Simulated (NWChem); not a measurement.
The numbers come from NWChem runs, not from measurements. System: HLi, charge 0, spin multiplicity 1, at a geometry optimised with PBE0/def2-SVP. The structure started from a generated list of species. Level: CR-EOMCCSD(T)/aug-cc-pVDZ, no orbitals frozen.

The NWChem input:

```
start mol
memory heap 100 mb stack 700 mb global 1900 mb
geometry units angstroms nocenter noautoz
  Li     0.000000     0.000000     0.399406
  H      0.000000     0.000000    -1.198218
  symmetry group C2v
end
basis spherical
  * library aug-cc-pvdz
end
scf
  rhf
  nopen 0
  maxiter 100
  thresh 1e-7
  semidirect memsize 60000000 filesize 0
end
tce
  creomsd(t)
  nroots 1
  2eorb
  2emet 13
  thresh 1e-5
  maxiter 200
  tilesize 24
end
task tce energy
```

NWChem printed:

```
             Northwest Computational Chemistry Package (NWChem) 7.3.0
             --------------------------------------------------------

                                NWChem Input Module
                                -------------------

 Scaling coordinates for geometry "geometry" by  1.889725989
 (inverse scale =  0.529177249)

 Turning off AUTOSYM since
 SYMMETRY directive was detected!

                             Geometry "geometry" -> ""
                             -------------------------

 Output coordinates in angstroms (scale by  1.889725989 to convert to a.u.)

  No.       Tag          Charge          X              Y              Z
 ---- ---------------- ---------- -------------- -------------- --------------
    1 Li                   3.0000     0.00000000     0.00000000     0.39940600
    2 H                    1.0000     0.00000000     0.00000000    -1.19821800

 Effective nuclear repulsion energy (a.u.)       0.9936829611

            Nuclear Dipole moment (a.u.)
            ----------------------------
        X                 Y               Z
 ---------------- ---------------- ----------------
     0.0000000000     0.0000000000     0.0000000000

      Symmetry information
      --------------------

 Group name             C2v
 Group number             16
 Group order               4
 No. of unique centers     2

      Symmetry unique atoms

     1    2


 Summary of "ao basis" -> "" (spherical)
 ------------------------------------------------------------------------------
       Tag                 Description            Shells   Functions and Types
 ---------------- ------------------------------  ------  ---------------------
 *                        aug-cc-pvdz                 on all atoms

 Summary of "ao basis" -> "ao basis" (spherical)
 ------------------------------------------------------------------------------
       Tag                 Description            Shells   Functions and Types
 ---------------- ------------------------------  ------  ---------------------
 Li                       aug-cc-pvdz                9       23   4s3p2d
 H                        aug-cc-pvdz                5        9   3s2p

                                 NWChem SCF Module
                                 -----------------

  ao basis        = "ao basis"
  functions       =    32
  atoms           =     2
  closed shells   =     2
  open shells     =     0
  charge          =   0.00
  wavefunction    = RHF
  use symmetry    = T
  symmetry adapt  = T

 Summary of "ao basis" -> "ao basis" (spherical)
 ------------------------------------------------------------------------------
       Tag                 Description            Shells   Functions and Types
 ---------------- ------------------------------  ------  ---------------------
 Li                       aug-cc-pvdz                9       23   4s3p2d
 H                        aug-cc-pvdz                5        9   3s2p

      Symmetry analysis of basis
      --------------------------

        a1         16
        a2          2
        b1          7
        b2          7

 Forming initial guess at       0.0s

      Superposition of Atomic Density Guess
      -------------------------------------

 Sum of atomic energies:          -7.93175959

      Non-variational initial energy
      ------------------------------

 Total energy =      -7.780008
 1-e energy   =     -12.121996
 2-e energy   =       3.348304
 HOMO         =      -0.315645
 LUMO         =      -0.030976

      Symmetry analysis of molecular orbitals - initial
      -------------------------------------------------

 !! scf_movecs_sym_adapt:   18 vectors were symmetry contaminated

  Symmetry fudging

 !! scf_movecs_sym_adapt:   16 vectors were symmetry contaminated

  Numbering of irreducible representations:

     1 a1          2 a2          3 b1          4 b2

  Orbital symmetries:

     1 a1          2 a1          3 a1          4 b1          5 b2
     6 a1          7 a1          8 b1          9 b2         10 a1
    11 a1         12 b2

 Starting SCF solution at       0.1s

 ----------------------------------------------
         Quadratically convergent ROHF

 Convergence threshold     :          1.000E-07
 Maximum no. of iterations :          100
 Final Fock-matrix accuracy:          1.000E-09
 ----------------------------------------------

              iter       energy          gnorm     gmax       time
             ----- ------------------- --------- --------- --------
                 1       -7.9775020705  2.06D-01  1.17D-01      0.1
                 2       -7.9837029427  3.56D-02  2.45D-02      0.1
                 3       -7.9841726204  7.41D-04  3.72D-04      0.1
                 4       -7.9841727541  4.26D-07  1.80D-07      0.1
                 5       -7.9841727541  2.70D-09  1.53D-09      0.1

       Final RHF  results
       ------------------

         Total SCF energy =     -7.984172754129
      One-electron energy =    -12.445621442412
      Two-electron energy =      3.467765727211
 Nuclear repulsion energy =      0.993682961072

        Time for solution =      0.0s

       Symmetry analysis of molecular orbitals - final
       -----------------------------------------------

  Numbering of irreducible representations:

     1 a1          2 a2          3 b1          4 b2

  Orbital symmetries:

     1 a1          2 a1          3 a1          4 b2          5 b1
     6 a1          7 a1          8 b2          9 b1         10 a1
    11 a1         12 a1

             Final eigenvalues
             -----------------

              1
[...]
     3a1  (alpha)    10a1  (beta ) ---     2a1  (alpha)     2a1  (beta )       -0.1140226747
    10a1  (alpha)     3a1  (beta ) ---     2a1  (alpha)     2a1  (beta )       -0.1140226747
======= CR-EOMCCSD(T) calculation ======
corresponding R0 value =    -0.048957

CR-EOMCCSD(T) Intermediates cpu wall time             0.1            0.1
 cr_N i1_1 nr of boxes                     3
 cr_N i1_2 nr of boxes                    42
 creom_N i2_1 nr of boxes                     3
 creom_N i2_2 nr of boxes                    42
 creom_N i2_3 nr of boxes                     3
 creom_N i2_4 nr of boxes                    42

CR-EOMCCSD(T) triples loop cpu wall             0.0            0.0

 CR-EOMCCSD(T)  total energy / hartree       =        -7.890862099501733
 CR-EOMCCSD(T)  excitation energy (eV)       =      3.54697

 =========================================
 Excited-state calculation ( a2  symmetry)
 =========================================
 Dim. of EOMCC iter. space      500

 EOMCCSD SOLVER TYPE  1
  maxdiff =   0.49822928294163943

 No. of initial right vectors    1

 EOM-CCSD right-hand side iterations
 --------------------------------------------------------------
      Residuum       Omega / hartree  Omega / eV    Cpu    Wall
 --------------------------------------------------------------

 Iteration   1 using    1 trial vectors
   0.2346876918479   0.3589575853675    9.76774     0.0     0.0

 Iteration   2 using    2 trial vectors
   0.0734546405467   0.3100667798300    8.43735     0.0     0.0

 Iteration   3 using    3 trial vectors
   0.0213494510515   0.3073324579793    8.36295     0.0     0.0

 Iteration   4 using    4 trial vectors
   0.0089495946649   0.3070947801995    8.35648     0.0     0.0

 Iteration   5 using    5 trial vectors
   0.0026618087244   0.3070318783915    8.35477     0.0     0.0

 Iteration   6 using    6 trial vectors
   0.0009126102627   0.3070125781797    8.35424     0.0     0.0

 Iteration   7 using    7 trial vectors
   0.0003359605445   0.3070074453690    8.35410     0.0     0.0

 Iteration   8 using    8 trial vectors
   0.0001112575818   0.3070062333160    8.35407     0.0     0.0

 Iteration   9 using    9 trial vectors
   0.0000533058700   0.3070064201208    8.35407     0.0     0.0

 Iteration  10 using   10 trial vectors
   0.0000175938965   0.3070066485969    8.35408     0.0     0.0

 Iteration  11 using   11 trial vectors
   0.0000041649287   0.3070067248780    8.35408     0.0     0.0
 --------------------------------------------------------------
 Iterations converged
 ------------------

 Excited state root  1
 Excitation energy / hartree =        0.307006724878037
                   / eV      =        8.354081596020000
 largest EOMCCSD amplitudes: R1 and R2

 Singles contributions
    16a2  (alpha) ---     2a1  (alpha)       -0.9070735684

 Doubles contributions
    10a1  (alpha)    16a2  (beta ) ---     2a1  (alpha)     2a1  (beta )        0.1111630779
    11a1  (alpha)    16a2  (beta ) ---     2a1  (alpha)     2a1  (beta )        0.1254911728
    16a2  (alpha)    10a1  (beta ) ---     2a1  (alpha)     2a1  (beta )        0.1111630779
    16a2  (alpha)    11a1  (beta ) ---     2a1  (alpha)     2a1  (beta )        0.1254911728
======= CR-EOMCCSD(T) calculation ======
corresponding R0 value =     0.000000

CR-EOMCCSD(T) Intermediates cpu wall time             0.0            0.0
 creom_N i2_1 nr of boxes                     3
 creom_N i2_2 nr of boxes                    42
 creom_N i2_3 nr of boxes                     3
 creom_N i2_4 nr of boxes                    42

CR-EOMCCSD(T) triples loop cpu wall             0.0            0.0

 CR-EOMCCSD(T)  total energy / hartree       =        -7.714178421341115
 CR-EOMCCSD(T)  excitation energy (eV)       =      8.35478

 =========================================
 Excited-state calculation ( b1  symmetry)
 =========================================
 Dim. of EOMCC iter. space      500

 EOMCCSD SOLVER TYPE  1
  maxdiff =   0.31449473878703649

 No. of initial right vectors    1

 EOM-CCSD right-hand side iterations
 --------------------------------------------------------------
      Residuum       Omega / hartree  Omega / eV    Cpu    Wall
 --------------------------------------------------------------

 Iteration   1 using    1 trial vectors
   0.2211182454103   0.2700154885189    7.34750     0.0     0.0

 Iteration   2 using    2 trial vectors
   0.0780291088491   0.2218828674882    6.03774     0.0     0.0

 Iteration   3 using    3 trial vectors
   0.1028305388132   0.2093134940407    5.69571     0.0     0.0

 Iteration   4 using    4 trial vectors
   0.0963511760910   0.1742744848027    4.74225     0.0     0.0

 Iteration   5 using    5 trial vectors
   0.0319687577643   0.1692012595076    4.60420     0.0     0.0

 Iteration   6 using    6 trial vectors
   0.0248121494803   0.1684915800083    4.58489     0.0     0.0

 Iteration   7 using    7 trial vectors
   0.0085118592991   0.1678232210776    4.56670     0.0     0.0

 Iteration   8 using    8 trial vectors
   0.0023535095108   0.1676671563658    4.56246     0.0     0.0

 Iteration   9 using    9 trial vectors
   0.0005633187697   0.1676841874861    4.56292     0.0     0.0

 Iteration  10 using   10 trial vectors
   0.0002283419102   0.1676907723991    4.56310     0.0     0.0

 Iteration  11 using   11 trial vectors
   0.0001250190993   0.1676914054267    4.56312     0.0     0.0

 Iteration  12 using   12 trial vectors
   0.0000409598152   0.1676906314607    4.56310     0.0     0.0

 Iteration  13 using   13 trial vectors
   0.0000159969037   0.1676901475614    4.56308     0.0     0.0

 Iteration  14 using   14 trial vectors
   0.0000040788536   0.1676901013885    4.56308     0.0     0.0
 --------------------------------------------------------------
 Iterations converged
 ------------------

 Excited state root  1
 Excitation energy / hartree =        0.167690101388450
                   / eV      =        4.563081770930284
 largest EOMCCSD amplitudes: R1 and R2

 Singles contributions
     5b1  (alpha) ---     2a1  (alpha)       -0.3889874174
     9b1  (alpha) ---     2a1  (alpha)       -0.7543860612
    14b1  (alpha) ---     2a1  (alpha)       -0.2115772488
    18b1  (alpha) ---     2a1  (alpha)       -0.2327923900

 Doubles contributions
    11a1  (alpha)     9b1  (beta ) ---     2a1  (alpha)     2a1  (beta )        0.1037074741
     9b1  (alpha)    11a1  (beta ) ---     2a1  (alpha)     2a1  (beta )        0.1037074741
======= CR-EOMCCSD(T) calculation ======
corresponding R0 value =     0.000000

CR-EOMCCSD(T) Intermediates cpu wall time             0.0            0.0
 creom_N i2_1 nr of boxes                     3
 creom_N i2_2 nr of boxes                    42
 creom_N i2_3 nr of boxes                     3
 creom_N i2_4 nr of boxes                    42

CR-EOMCCSD(T) triples loop cpu wall             0.0            0.0

 CR-EOMCCSD(T)  total energy / hartree       =        -7.853542723924244
 CR-EOMCCSD(T)  excitation energy (eV)       =      4.56248

 =========================================
 Excited-state calculation ( b2  symmetry)
 =========================================
 Dim. of EOMCC iter. space      500

 EOMCCSD SOLVER TYPE  1
  maxdiff =   0.31449473878703643

 No. of initial right vectors    1

 EOM-CCSD right-hand side iterations
 --------------------------------------------------------------
      Residuum       Omega / hartree  Omega / eV    Cpu    Wall
 --------------------------------------------------------------

 Iteration   1 using    1 trial vectors
   0.2211182454103   0.2700154885189    7.34750     0.0     0.0

 Iteration   2 using    2 trial vectors
   0.0780291088491   0.2218828674882    6.03774     0.0     0.0

 Iteration   3 using    3 trial vectors
   0.1028305388132   0.2093134940407    5.69571     0.0     0.0

 Iteration   4 using    4 trial vectors
   0.0963511760910   0.1742744848027    4.74225     0.0     0.0

 Iteration   5 using    5 trial vectors
   0.0319687577643   0.1692012595076    4.60420     0.0     0.0

 Iteration   6 using    6 trial vectors
   0.0248121494803   0.1684915800083    4.58489     0.0     0.0

 Iteration   7 using    7 trial vectors
   0.0085118592991   0.1678232210776    4.56670     0.0     0.0

 Iteration   8 using    8 trial vectors
   0.0023535095108   0.1676671563658    4.56246     0.0     0.0

 Iteration   9 using    9 trial vectors
   0.0005633187697   0.1676841874861    4.56292     0.0     0.0

 Iteration  10 using   10 trial vectors
   0.0002283419102   0.1676907723991    4.56310     0.0     0.0

 Iteration  11 using   11 trial vectors
   0.0001250190993   0.1676914054267    4.56312     0.0     0.0

 Iteration  12 using   12 trial vectors
   0.0000409598152   0.1676906314607    4.56310     0.0     0.0

 Iteration  13 using   13 trial vectors
   0.0000159969037   0.1676901475614    4.56308     0.0     0.0

 Iteration  14 using   14 trial vectors
   0.0000040788537   0.1676901013885    4.56308     0.0     0.0
 --------------------------------------------------------------
 Iterations converged
 ------------------

 Excited state root  1
 Excitation energy / hartree =        0.167690101388451
                   / eV      =        4.563081770930298
 largest EOMCCSD amplitudes: R1 and R2

 Singles contributions
     4b2  (alpha) ---     2a1  (alpha)       -0.3889874174
     8b2  (alpha) ---     2a1  (alpha)       -0.7543860612
    13b2  (alpha) ---     2a1  (alpha)       -0.2115772488
    17b2  (alpha) ---     2a1  (alpha)        0.2327923900

 Doubles contributions
    11a1  (alpha)     8b2  (beta ) ---     2a1  (alpha)     2a1  (beta )        0.1037074741
     8b2  (alpha)    11a1  (beta ) ---     2a1  (alpha)     2a1  (beta )        0.1037074741
======= CR-EOMCCSD(T) calculation ======
corresponding R0 value =     0.000000

CR-EOMCCSD(T) Intermediates cpu wall time             0.0            0.0
 creom_N i2_1 nr of boxes                     3
 creom_N i2_2 nr of boxes                    42
 creom_N i2_3 nr of boxes                     3
 creom_N i2_4 nr of boxes                    42

CR-EOMCCSD(T) triples loop cpu wall             0.0            0.0

 CR-EOMCCSD(T)  total energy / hartree       =        -7.853542723924243
 CR-EOMCCSD(T)  excitation energy (eV)       =      4.56248

 Task  times  cpu:        1.5s     wall:        1.5s

 Total times  cpu:        1.6s     wall:        1.6s
```
